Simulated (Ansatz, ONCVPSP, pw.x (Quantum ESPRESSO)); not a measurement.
**pw.x on diamond Zr: one setting changed**

Potential: optimised norm-conserving Vanderbilt (ONCV), ONCVPSP 4.0.1.1 (patched build), PBEsol; core [Ar] 3d10, reference 4s2 4p6 4d2 5s1.5 5p0.5; waves: 4s+5s: rc 2.25 bohr, ncon 4, nbas 7, qcut 6.4 1/bohr, 2 projectors; 4p+5p: rc 2.60 bohr, ncon 4, nbas 8, qcut 6.3 1/bohr, 2 projectors; 4d: rc 2.25 bohr, ncon 5, nbas 9, qcut 6.5 1/bohr, local; local part: the d channel; core correction: Teter function, fcfact 1.5, rcfact 1.15.

The reference run (k-mesh 8³, cutoffs 50/200 Ry, Fermi–Dirac 0.01 Ry, mixing_beta 0.4, conv_thr 1e-9, no spin) gives 0.30 GPa at 29.112 Å³/atom, where all-electron LAPW gives 0.02 GPa. This run, with its own iteration cap, changes conv_thr to 1e-12.

```
&control
  calculation='scf', prefix='x', pseudo_dir='./', outdir='./tmp', tstress=.true., disk_io='none'
/
&system
  ibrav=0, nat=2, ntyp=1, ecutwfc=50, ecutrho=200, nbnd=21,
  occupations='smearing', smearing='fd', degauss=0.01
/
&electrons
  conv_thr=1e-12, mixing_beta=0.4, electron_maxstep=60
/
ATOMIC_SPECIES
Zr 1.0 Zr.UPF
CELL_PARAMETERS angstrom
  0.00000000 3.07626691 3.07626691
  3.07626691 0.00000000 3.07626691
  3.07626691 3.07626691 0.00000000
ATOMIC_POSITIONS crystal
Zr 0.0000 0.0000 0.0000
Zr 0.2500 0.2500 0.2500
K_POINTS automatic
8 8 8 0 0 0
```

```bash
pw.x < Zr.scf.in > Zr.scf.out
```

Question: How does the run end?

Answer: It converges in 10 iterations; the free energy moves by +0.0 meV/atom and the pressure by +0.00 GPa. The result is that of the reference run.

```
Message from routine setup:
     using ibrav=0 with symmetry is DISCOURAGED, use correct ibrav instead
     lattice parameter (alat)  =       8.2213  a.u.
     unit-cell volume          =     392.9150 (a.u.)^3
     number of electrons       =        24.00
     number of Kohn-Sham states=           21
     kinetic-energy cutoff     =      50.0000  Ry
     charge density cutoff     =     200.0000  Ry
     scf convergence threshold =      1.0E-12
     Exchange-correlation= PBESOL
     number of k points=    29  Fermi-Dirac smearing, width (Ry)=  0.0100
     iteration #  1     ecut=    50.00 Ry     beta= 0.40
     total energy              =    -192.20420250 Ry
     estimated scf accuracy    <       0.03266587 Ry
     iteration #  2     ecut=    50.00 Ry     beta= 0.40
     total energy              =    -192.20346516 Ry
     estimated scf accuracy    <       0.00569016 Ry
     iteration #  3     ecut=    50.00 Ry     beta= 0.40
     total energy              =    -192.20383351 Ry
     estimated scf accuracy    <       0.00026046 Ry
     iteration #  4     ecut=    50.00 Ry     beta= 0.40
     total energy              =    -192.20386903 Ry
     estimated scf accuracy    <       0.00001026 Ry
     iteration #  5     ecut=    50.00 Ry     beta= 0.40
     total energy              =    -192.20386962 Ry
     estimated scf accuracy    <       0.00000026 Ry
     iteration #  6     ecut=    50.00 Ry     beta= 0.40
     total energy              =    -192.20386965 Ry
     estimated scf accuracy    <       0.00000001 Ry
     iteration #  7     ecut=    50.00 Ry     beta= 0.40
     total energy              =    -192.20386965 Ry
     estimated scf accuracy    <          2.6E-09 Ry
     iteration #  8     ecut=    50.00 Ry     beta= 0.40
     total energy              =    -192.20386965 Ry
     estimated scf accuracy    <          1.9E-10 Ry
     iteration #  9     ecut=    50.00 Ry     beta= 0.40
     total energy              =    -192.20386965 Ry
     estimated scf accuracy    <          2.3E-11 Ry
     iteration # 10     ecut=    50.00 Ry     beta= 0.40
     the Fermi energy is     9.9613 ev
!    total energy              =    -192.20386965 Ry
     estimated scf accuracy    <          3.8E-13 Ry
     smearing contrib. (-TS)   =      -0.01923792 Ry
     The total energy is F=E-TS. E is the sum of the following terms:
     one-electron contribution =     -75.41479565 Ry
     hartree contribution      =      42.98458139 Ry
     xc contribution           =     -26.31925004 Ry
     ewald contribution        =    -133.43516742 Ry
     convergence has been achieved in  10 iterations
          total   stress  (Ry/bohr**3)                   (kbar)     P=        3.02
     Message from routine punch:
     Nothing written, as per user request (disk_io='none')
```

The run took about 26 s on one core of a shared host (Neoverse-V1, 32 threads, 247 GiB, load 19).
